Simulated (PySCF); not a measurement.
Simulated absorption spectrum

C4H7NS.
Geometry (GFN2-xTB, Å), atoms numbered from 1 in this order:
```xyz
13
C4H7NS angstrom
C     -0.9139   -1.0278   -0.1548
C     -0.2915    0.1300   -0.9146
S     -1.5167    1.4678   -1.1977
C      0.9402    0.6977   -0.1985
C      1.9999   -0.2786   -0.1662
N      2.8278   -1.0662   -0.1526
H     -1.7946   -1.3938   -0.6770
H     -1.2104   -0.7169    0.8463
H     -0.1961   -1.8417   -0.0667
H     -0.0155   -0.1834   -1.9251
H     -1.8229    1.6493    0.0867
H      1.3031    1.5883   -0.7199
H      0.6861    0.9757    0.8294
```

Theory: PySCF, TDDFT PBE0/def2-SVPD, vertical, gas phase, core orbitals frozen in the response.

Each state is given a Gaussian of 0.5 eV full width at half maximum, with ε(max) = 2.175×10⁸ f / Δν̃ (Δν̃ the width in cm⁻¹). The width is an assumption, not a result. The curve ends short of the highest state used, and states not computed would add to its high-energy end.

λ (nm), ε (L mol⁻¹ cm⁻¹) and a bar:
```
    179.2       1803 ############################
    182.8       1109 #################
    186.4       1096 #################
    190.0       1578 ########################
    193.5       1947 ##############################
    197.1       1824 ############################
    200.7       1292 ####################
    204.2        727 ###########
    207.8        335 #####
    211.4        159 ##
    215.0        126 ##
    218.5        156 ##
    222.1        196 ###
    225.7        212 ###
    229.3        195 ###
    232.8        155 ##
    236.4        107 ##
    240.0         65 #
    243.5         36 #
    247.1         17 
    250.7          8 
    254.3          3 
    257.8          1 
    261.4          0
```

Q: Locate the maxima and give the states behind the curve.

A: 226 nm (5.49 eV), ε about 210, made up of S1 (100%); 194 nm (6.37 eV), ε about 2000, made up of S2 (100%) (ε in L mol⁻¹ cm⁻¹; maxima over ε = 5, shares over 10%). At its high-energy end, 6.92 eV, the curve is still rising (ε about 1800, from S3 and S5). The states used: S1 5.49 eV (f 0.0039); S2 6.37 eV (f 0.036); S3 7.05 eV (f 0.022); S4 7.12 eV (f 0.0040); S5 7.19 eV (f 0.026); S6 7.52 eV (f 0.016).

Q: Coming from long wavelengths, where does ε first pass 100 L mol⁻¹ cm⁻¹?

A: At about 237 nm (5.23 eV), 0.26 eV below S1.

Q: What would ε be at 6.37 eV, the highest of these maxima, with half the width (0.25 eV)?

A: About 3920 L mol⁻¹ cm⁻¹ against 1970, a factor of about 1.99; a lone state at its own centre would give exactly 2.

Q: On this curve, what absorbance would a 10⁻³ mol/L sample give at 193 nm over a 1 cm path?

A: 193 nm is 6.424 eV, where ε is about 1900 L mol⁻¹ cm⁻¹, so A = ε c l ≈ 1.9 (Beer–Lambert, with the gas-phase spectrum and the assumed width).

One conformer stands for the species.
